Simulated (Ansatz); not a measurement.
From input file to script: C3H6ClN, SMILES CC=C(N)Cl in Ansatz 0.2.0.

```yaml
crystal:
  periodic: [false, false, false]
  atoms:
    - { symbol: C, position_ang: [-1.2442, -0.8118, 0.324] }
    - { symbol: C, position_ang: [-0.4818, 0.4683, 0.4946] }
    - { symbol: C, position_ang: [0.6378, 0.7605, -0.1372] }
    - { symbol: "N", position_ang: [1.4508, 0.017, -1.0171] }
    - { symbol: Cl, position_ang: [1.4868, 2.2375, 0.176] }
    - { symbol: H, position_ang: [-2.305, -0.483, -0.0079] }
    - { symbol: H, position_ang: [-0.8492, -1.4449, -0.4318] }
    - { symbol: H, position_ang: [-1.3266, -1.2899, 1.2545] }
    - { symbol: H, position_ang: [-0.8883, 1.2143, 1.2341] }
    - { symbol: H, position_ang: [2.3621, 0.2658, -0.9891] }
    - { symbol: H, position_ang: [1.223, -0.9908, -0.8796] }
basis:
  gaussian: { orbitals: def2-SVP }
correlation:
  method: mp2
output:
  forces: true
```

On the command line:
```console
$ ansatz run input.yaml --threads 1 --pin off --max-ram 4096MiB --backend cpu --events-out ev --progress --plain --runs-dir out
Engine: ansatz 0.2.0, aarch64-unknown-linux-gnu
Functional definition: HF
  exchange = exact_x
  correlation = 0
1053 factors; integrals over basis functions are off by at most 1.4e-3 eV
mean field evaluation 1: about -17160.1038 eV, gradient 3.3e1 eV
mean field evaluation 2: about -17160.1131 eV, gradient 3.3e1 eV
mean field evaluation 4: about -17163.0149 eV, gradient 3.6e0 eV
mean field evaluation 8: about -17163.0651 eV, gradient 6.2e-4 eV
mean field -17163.06510719 eV, -630.7310091459 hartree, gradient 1.3e-6 eV, S^2 0.000000; 0 other end points of the search recorded, 0 dependent functions left out
9 core orbitals not correlated: weight in the atoms' cores, before any rotation towards them, 1.000 or more for the frozen orbitals, at most 0.000 for the correlated occupied ones
reference -17163.06510719 eV, -630.7310091459 hartree; 15, 15 occupied and 80, 80 virtual orbitals, 1053 factors
second order -19.47298274 eV of doubles, -0.00000000 eV of singles
the calculation of the forces begins
Total energy: -17182.53808993 eV, -631.4466280624 hartree
Atom 0 at    -1.244200    -0.811800     0.324000 Å, force    -2.104398     2.924883    -1.155105 eV/Å
Atom 1 at    -0.481800     0.468300     0.494600 Å, force    -1.582437     0.087228     1.275215 eV/Å
Atom 2 at     0.637800     0.760500    -0.137200 Å, force     2.900851     0.509505    -0.768960 eV/Å
Atom 3 at     1.450800     0.017000    -1.017100 Å, force    -5.899299    -2.444450     0.285833 eV/Å
Atom 4 at     1.486800     2.237500     0.176000 Å, force    -0.122681     0.923678     0.320154 eV/Å
Atom 5 at    -2.305000    -0.483000    -0.007900 Å, force     1.389169    -0.889720     0.448164 eV/Å
Atom 6 at    -0.849200    -1.444900    -0.431800 Å, force     0.511365    -0.903729    -0.859475 eV/Å
Atom 7 at    -1.326600    -1.289900     1.254500 Å, force    -0.218100    -1.212263     1.592124 eV/Å
Atom 8 at    -0.888300     1.214300     1.234100 Å, force     0.439175    -0.670515    -0.910179 eV/Å
Atom 9 at     2.362100     0.265800    -0.989100 Å, force     3.813384     0.711336     0.241676 eV/Å
Atom 10 at     1.223000    -0.990800    -0.879600 Å, force     0.872970     0.964047    -0.469447 eV/Å
Dipole moment:     0.057811    -0.403734     0.071823 e Å
```

`c3h6cln.py`:
```python
import ansatz as az
import numpy as np
import pandas as pd

deck = {
    "crystal": {
        "periodic": [False, False, False],
        "atoms": [
            {"symbol": "C", "position_ang": [-1.2442, -0.8118, 0.324]},
            {"symbol": "C", "position_ang": [-0.4818, 0.4683, 0.4946]},
            {"symbol": "C", "position_ang": [0.6378, 0.7605, -0.1372]},
            {"symbol": "N", "position_ang": [1.4508, 0.017, -1.0171]},
            {"symbol": "Cl", "position_ang": [1.4868, 2.2375, 0.176]},
            {"symbol": "H", "position_ang": [-2.305, -0.483, -0.0079]},
            {"symbol": "H", "position_ang": [-0.8492, -1.4449, -0.4318]},
            {"symbol": "H", "position_ang": [-1.3266, -1.2899, 1.2545]},
            {"symbol": "H", "position_ang": [-0.8883, 1.2143, 1.2341]},
            {"symbol": "H", "position_ang": [2.3621, 0.2658, -0.9891]},
            {"symbol": "H", "position_ang": [1.223, -0.9908, -0.8796]},
        ],
    },
    "basis": {"gaussian": {"orbitals": "def2-SVP"}},
    "correlation": {"method": "mp2"},
    "output": {"forces": True},
}
session = az.Session.from_dict(deck)
rep = session.plan(threads=1).execute().report

for key in ("converged", "free_energy_ev", "reference_energy_ev", "n_frozen", "n_occupied", "n_virtual"):
    print(f"{key:22s} {rep[key]}")
symbols = ["C", "C", "C", "N", "Cl", "H", "H", "H", "H", "H", "H"]
print("correlation energy", round(rep["free_energy_ev"] - rep["reference_energy_ev"], 5), "eV")
cluster = rep["correlation"].get("coupled_cluster")
if cluster:
    print("cycles", cluster["cycles"], " T1 diagnostic", round(cluster["t1_diagnostic"], 4), " largest double", round(cluster["largest_double"], 4))
state = rep["mean_field"]["state"]
print(f"mean field: {state['energy']['hartree']:.7f} Ha, <S^2> = {abs(state['spin_squared']):.4f}, stability: {state.get('stability', {}).get('kind')}")

print("forces (eV/A)")
for symbol, f in zip(symbols, rep["forces_ev_ang"]):
    print(f"  {symbol:2s} {f[0]:9.4f} {f[1]:9.4f} {f[2]:9.4f}")
charges = rep["charge_distribution"]
table = pd.DataFrame({"atom": symbols, "mulliken": charges["mulliken_charges_e"], "lowdin": charges["lowdin_charges_e"]})
print(table.round(3).to_string())
print("dipole (e A):", np.round(charges["dipole_moment_e_ang"], 4) + 0.0)
```

```console
$ python c3h6cln.py
converged              True
free_energy_ev         -17182.53808993327
reference_energy_ev    -17163.065107191935
n_frozen               9
n_occupied             [15, 15]
n_virtual              [80, 80]
correlation energy -19.47298 eV
mean field: -630.7310091 Ha, <S^2> = 0.0000, stability: minimum
forces (eV/A)
  C    -2.1044    2.9249   -1.1551
  C    -1.5824    0.0872    1.2752
  C     2.9009    0.5095   -0.7690
  N    -5.8993   -2.4445    0.2858
  Cl   -0.1227    0.9237    0.3202
  H     1.3892   -0.8897    0.4482
  H     0.5114   -0.9037   -0.8595
  H    -0.2181   -1.2123    1.5921
  H     0.4392   -0.6705   -0.9102
  H     3.8134    0.7113    0.2417
  H     0.8730    0.9640   -0.4694
   atom  mulliken  lowdin
0     C    -0.008   0.050
1     C    -0.159  -0.166
2     C     0.056  -0.282
3     N    -0.183   0.145
4    Cl    -0.130   0.236
5     H     0.059   0.033
6     H     0.026  -0.009
7     H     0.043  -0.007
8     H     0.046   0.029
9     H     0.112  -0.058
10    H     0.138   0.028
dipole (e A): [ 0.0578 -0.4037  0.0718]
```

Caveats:
- Total energies depend on the basis set; only differences at equal settings carry meaning.
- The geometry is a force-field or estimated start, not a minimum of this method, and the basis set is short of its limit.
- The Löwdin charges here are taken after orthogonalising the functions within each atom; they differ from plain Löwdin charges, and their signs can be unphysical.
- Finished in 4.2 s on 1 thread of Arm Neoverse V2, on a shared host, peak memory 0.33 GiB.

(Lines on the test bed's own set-up are left out of the output.)
